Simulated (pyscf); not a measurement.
## Atom transfer: Cl–Ag + H• -> Ag• + HCl

Gas phase, doublet surface, charge 0. Bonds broken: Ag1–Cl2. Bonds formed: Cl2–H3. PySCF, gas phase, ωB97X-D3(BJ)/def2-SVP geometries. MP2 and CC: frozen core, UHF for open shells. ΔMP2 is the change of the MP2 total energy from the triple- to the quadruple-zeta basis.

Transition state (Å):

```xyz
3

Ag     0.5147     0.7076     1.4396
Cl    -0.6446    -0.6803    -0.0651
H     -1.5803    -1.8005    -1.2760
```

One imaginary mode, 987i cm⁻¹; descent along it reached the two sides named.

| bond | change | reactant side (Å) | saddle | product side |
|---|---|---|---|---|
| Ag1–Cl2 | breaks | 2.301 | 2.352 | 3.1 |
| Cl2–H3 | forms | 3.4 | 1.896 | 1.288 |

Electronic energies relative to the separated reactants (eV):

```json
[
 {"level": "ωB97X-D3(BJ)/def2-TZVP", "barrier": "0.20", "reaction energy": "-1.20", "reverse barrier": "1.41"},
 {"level": "PBE/def2-TZVP", "barrier": "-0.26", "reaction energy": "-1.43", "reverse barrier": "1.18"},
 {"level": "r²SCAN/def2-TZVP", "barrier": "-0.25", "reaction energy": "-1.39", "reverse barrier": "1.14"},
 {"level": "B3LYP-D3(BJ)/def2-TZVP", "barrier": "-0.20", "reaction energy": "-1.55", "reverse barrier": "1.36"},
 {"level": "PBE0-D3(BJ)/def2-TZVP", "barrier": "-0.06", "reaction energy": "-1.42", "reverse barrier": "1.36"},
 {"level": "M06-2X/def2-TZVP", "barrier": "0.09", "reaction energy": "-1.44", "reverse barrier": "1.53"},
 {"level": "ωB97M-D3(BJ)/def2-TZVP", "barrier": "0.17", "reaction energy": "-1.34", "reverse barrier": "1.51"},
 {"level": "HF/def2-TZVP", "barrier": "0.53", "reaction energy": "-1.18", "reverse barrier": "1.72"},
 {"level": "MP2/def2-QZVPP", "barrier": "0.27", "reaction energy": "-1.34", "reverse barrier": "1.60"},
 {"level": "CCSD/def2-TZVPP", "barrier": "0.18", "reaction energy": "-1.56", "reverse barrier": "1.74"},
 {"level": "CCSD(T)/def2-TZVPP", "barrier": "0.14", "reaction energy": "-1.51", "reverse barrier": "1.65"},
 {"level": "CCSD(T)/def2-TZVPP + ΔMP2(QZVPP)", "barrier": "0.12", "reaction energy": "-1.45", "reverse barrier": "1.58"}
]
```

With CCSD(T)/def2-TZVPP + ΔMP2(QZVPP) energies and thermal terms (ideal gas, 1 atm, RRHO with modes under 100 cm⁻¹ raised to 100, one conformer, R ln 2 for chiral ones without a mode under 150 cm⁻¹), in eV:

```tsv
T (K)	ΔH‡	ΔG‡	ΔH	ΔG
298	0.11	0.36	-1.30	-1.29
600	0.10	0.62	-1.32	-1.28
900	0.09	0.88	-1.34	-1.26
1200	0.07	1.14	-1.36	-1.23
```

At PBE, r²SCAN, B3LYP-D3(BJ), PBE0-D3(BJ) this geometry lies under the reactants; that is no barrier but a single point on another level's saddle; such a level's own saddle, if it has one, lies nearer that side and is low. The reactants may also form a dative adduct at Cl–Ag; it and routes through it were not searched. The angle at the transferred Cl is 180°. The CCSD(T) − MP2 part came from Ansatz, without density fitting, on the same reference. The frozen core leaves the outer d or s,p core shells of the metals and heavy elements correlated in the MP2 and CC values, and def2-TZVPP describes them poorly, which can shift differences by a few kcal/mol. Open-shell species with a d-block atom are single-reference here; other states, and whether the spin sits on metal or ligand, were not checked. Elements past Kr carry the def2 core potentials, without spin-orbit coupling.
